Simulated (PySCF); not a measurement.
Species: N2H4.
Bonds: N1–N2. Hydrogens: H3, H4 on N1; H5, H6 on N2.

Method: PBE0-D3(BJ)/def2-SVP geometry optimisation, gas phase (PySCF 2.14.0); density fitting, grid level 1; the optimiser is geomeTRIC in internal coordinates, started from a GFN2-xTB structure with every atom displaced at random (about 0.01 Å).

Geometry at step 0:
```
atom  x, y, z in Å
N1     -0.6687   -0.1834    0.2535
N2      0.6936    0.1593    0.2172
H3     -1.2221    0.6992    0.4158
H4     -0.9927   -0.5573   -0.6315
H5      1.2166   -0.6982    0.3818
H6      0.9975    0.5503   -0.6815
```

**Question.** What forces act on the atoms?

**Answer.** 
```
atom  Fx (eV/Å)  Fy (eV/Å)  Fz (eV/Å)
  N1     -0.694      1.464      0.384
  N2      0.074     -0.082      0.017
  H3      0.711     -1.228     -0.136
  H4     -0.203     -0.138     -0.352
  H5      0.154      0.146     -0.012
  H6     -0.042     -0.162      0.098
```

The largest, 1.66 eV/Å, acts on N1; the rms over all components is 0.531 eV/Å. The forces sum to zero within rounding, as they must for an isolated molecule in no field.

**Question.** Give the force on N1 in Eh/bohr and in nN.

**Answer.** 1.665 eV/Å ÷ 51.422 = 0.03237 Eh/bohr, and 1.665 eV/Å × 1.602 = 2.67 nN.

**Question.** How far is this geometry from the end of the optimisation?

**Answer.** 0.043 eV above it, and 0.060 Å rms away after alignment. The bonds farthest from their final lengths, with half the difference of the two atoms' forces along the bond (positive lengthens):

```json
{"bond": "N1–H3", "now (Å)": "1.054", "final (Å)": "1.017", "force along bond (eV/Å)": "-1.54"}
{"bond": "N1–H4", "now (Å)": "1.014", "final (Å)": "1.021", "force along bond (eV/Å)": "+0.54"}
{"bond": "N2–H6", "now (Å)": "1.026", "final (Å)": "1.021", "force along bond (eV/Å)": "-0.07"}
{"bond": "N1–N2", "now (Å)": "1.405", "final (Å)": "1.403", "force along bond (eV/Å)": "+0.19"}
```

The angle farthest from its final value is N1–N2–H5, 106.8° against 108.9°.

What follows is the cost of the whole optimisation. Hardware: Arm Neoverse V1, one thread, on a shared host. Cost: 3.1 s wall, 0.27 GiB resident at most.
